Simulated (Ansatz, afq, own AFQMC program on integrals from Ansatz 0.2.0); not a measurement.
Integrals from Ansatz 0.2.0, then the random walk in our own AFQMC program (afq).

```yaml
crystal:
  periodic: [false, false, false]
  atoms:
    - {symbol: B, position_ang: [0.000000, 0.000000, 0.000000]}
    - {symbol: C, position_ang: [0.000000, 0.000000, 1.397000]}
basis:
  gaussian: {orbitals: cc-pVDZ}
total_charge: 1
magnetization: {spin_polarized: false}
correlation: {method: ccsd_t, electrons: outside_noble_gas, hamiltonian_folder: ham}
```

```sh
$ ansatz run in.yaml --threads 1 --pin off --events-out ev --progress --plain --max-ram 24576MiB --backend cuda --devices 0, --max-vram 18GiB
```

Options of the walk:

```
--method phaseless --trial cisd --walkers 4000 --populations 20 --least-time 60 --time-step 0.005 --steps-per-block 50 --equilibration-blocks 28 --max-blocks 4000 --target-error 0.00015 --factor-cut 1e-05 --seed 9619 --release-times 0.24,0.51,0.99,1.62,2.4 --release-step 0.03 --release-every 3 --taylor-order 6
```

Times are imaginary, in 1/Eh. The walk had a cap of 122 s. With eight or more populations the least sampling time is a fifth of least-time, and the error comes from their spread.

Log:

```
orbitals 26  electrons 3 3  factors 184 of 268
reference energy -61.83574131 Eh
CCSD correlation -0.20950750 Eh in 16 cycles, weight of the determinant in the CISD state 0.7487
energy of the start -62.045264 Eh
 block  time / (1/Eh)  mean weight  energy / Eh
     1     0.250  0.9998  -62.043790
     2     0.500  1.0000  -62.045413
     3     0.750  1.0001  -62.048262
     4     1.000  0.9997  -62.050111
     5     1.250  0.9999  -62.051895
     8     2.000  0.9999  -62.054395
    14     3.500  0.9999  -62.060342
    53    13.250  1.0002  -62.060024
    92    23.000  0.9997  -62.057974
   131    32.750  1.0000  -62.059324
   170    42.500  1.0003  -62.061208
   209    52.250  1.0002  -62.059798
   235    58.750  1.0000  -62.056992
   248    62.000  1.0000  -62.060860
   287    71.750  1.0002  -62.060096
   326    81.500  1.0001  -62.058169
   365    91.250  0.9999  -62.063111
   404   101.000  1.0002  -62.058372
   443   110.750  0.9998  -62.059846
   482   120.500  0.9996  -62.059542
   521   130.250  1.0000  -62.061185
   534   133.500  1.0000  -62.061000
error from the spread of 20 populations
released: time / (1/Eh)  energy / Eh  error  mean overlap
  0.24  -62.062287  0.001411  1.0005
  0.51  -62.062077  0.000136  1.0003
  0.99  -62.063324  0.000128  1.0010
  1.62  -62.064707  0.000148  1.0022
  2.40  -62.065362  0.000175  1.0069
energy -62.059729 +/- 0.000150 Eh
(rows thinned)
```

The run passed its tests (sampling time, drift between the halves within three errors, error under three times the target), which doesn't prove that it has relaxed.

Against this walk (error 4.1 meV) on the same determinant: CCSD(T) 128.9 meV lower, CCSDT(Q) 313.1 meV lower, CCSDTQ 329.1 meV lower, full CI 338.2 meV lower. The error is statistical and leaves out the bias of the constraint. The released energies have errors that jump between times, so the bars are unsure (meV from the phaseless value at times in 1/Eh: -70 ± 38 at 0.24, -64 ± 4 at 0.51, -98 ± 3 at 0.99, -135 ± 4 at 1.62, -153 ± 5 at 2.40), so they give no level; they do show a bias of the constraint, and the last of them that isn't too noisy lies 185 meV above full CI. Full CI is exact here, so the walk's 338 meV above it is the walk's own error: the bias of the constraint with this trial. The determinant is a poor start (see the cautions), so the low cluster orders aren't to be relied on, and full CI is the sure value.

Cautions: constraint bias not in the error; another spin lies lower; restricted determinant unstable towards unrestricted (UHF 3.39 eV lower, ⟨S²⟩ 1.94); the determinant is a saddle point among determinants of its kind; strong correlation (T1 0.082, weight of the determinant 0.75, largest double 0.31); (T) is large, 9 % of the CCSD correlation; (Q) is large, 143 meV, so the cluster series hasn't closed; the CCSDT(Q) amplitudes may be one of several solutions (largest double 0.52); the CCSDTQ amplitudes may be one of several solutions (largest double 0.94); the determinant fills πx and πy unequally, so it mixes two states of the linear molecule, and each level undoes that mixture to a different degree, while full CI gives the lower state; CCSDTQ on the UHF determinant differs (1.03 eV lower), perhaps since the unrestricted series falls towards higher spin.

The walk took 97 s on 1 × NVIDIA H100 80GB HBM3 with 2 threads of AMD EPYC 7R13 Processor (Zen 3) (shared host) (the card was shared). The log's last line is the phaseless energy.

CCSDT and higher add their correlation energy to the determinant of the CCSD(T) run, since their own runs factorise the integrals more tightly (a shift of under 2 meV).
